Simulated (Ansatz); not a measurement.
Reaction (ligand exchange at the Si–Cl bond): `[SiH]Cl` + H–F → `F[SiH]` + HCl

Program: Ansatz. Geometries: PBE0-D4/def2-TZVP. ΔE: electronic, gas phase. CCSD(T)/CBS is frozen-core, at the limit of the def2 triple- and quadruple-zeta sets. DFT in def2-TZVPP.

`[SiH]Cl`:

Cartesian coordinates in Å:
```
Si 0.525 0.581 -0.263
Cl 0.022 -1.416 -0.535
H -0.547 0.836 0.798
```

H–F:

Cartesian coordinates in Å:
```
F 0.369 0.203 -0.186
H -0.369 -0.203 0.186
```

`F[SiH]`:

```xyz
3

F    -0.921   -0.671    0.492
Si    0.337   -0.389   -0.476
H     0.583    1.060   -0.016
```

HCl:

Z-matrix (Å, degrees):
```
Cl
H 1 1.279
```

```csv
level,ΔE (eV)
revPBE,-0.22
r2SCANh,-0.26
CAM-B3LYP,-0.40
HF/cc-pV(Q+d)Z,-0.42
```

Q: What does CCSD(T)/CBS give? (Estimate.)

A: Computed: -0.26 eV. The listed levels differ from it by 0.04, 0.00, -0.14, -0.16 eV.

Largest T1 diagnostic among the species: 0.015.

In def2-TZVPP, CCSD(T) changes the Hartree–Fock value by +0.08 eV (the triples alone add +0.02 eV) and MP2 by +0.12 eV. At CCSD(T), def2-SVP lies −0.06 eV from the extrapolated value and def2-TZVPP −0.04 eV. Leaving LDA and LC-ωPBE aside and taking each functional with its dispersion term where it has one, the values, not all of them listed here, spread over 0.20 eV, from CAM-B3LYP-D4 to revPBE-D4.
